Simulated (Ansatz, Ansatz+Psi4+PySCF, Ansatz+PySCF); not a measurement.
```yaml
atoms:
  - { symbol: C, position_ang: [1.0107, -0.5706, 0.0077] }
  - { symbol: C, position_ang: [-0.0024, 0.5812, 0.0062] }
  - { symbol: O, position_ang: [-1.2606, -0.0084, -0.0040] }
  - { symbol: H, position_ang: [0.1540, 1.1976, 0.8973] }
  - { symbol: H, position_ang: [0.1389, 1.2010, -0.9013] }
  - { symbol: H, position_ang: [2.0235, -0.1573, 0.0060] }
  - { symbol: H, position_ang: [0.8722, -1.1782, 0.8922] }
  - { symbol: H, position_ang: [0.8771, -1.1855, -0.8820] }
```

Basis set: cc-pVTZ (spherical functions). Frozen core: 3 orbitals. Correlation on ROHF uses semicanonical orbitals with singles. Charge 0, multiplicity 2.

Computed with Ansatz (development build ahead of 0.2.0); each method stands on the lowest determinant of its kind that the runs found.

The atomization energy at this shape (free ground-state atoms in the same class of orbitals less the molecule, no zero-point energy) of doublet C2H5O:

```csv
method,atomization energy
ROHF-CCSD(T),29.49 eV
ROHF-MP2,29.63 eV
UHF,22.42 eV
```

Task: What does ROHF give?

Result: 22.70 eV. Caution for ROHF-MP2: forces differ strongly between restricted and unrestricted references.
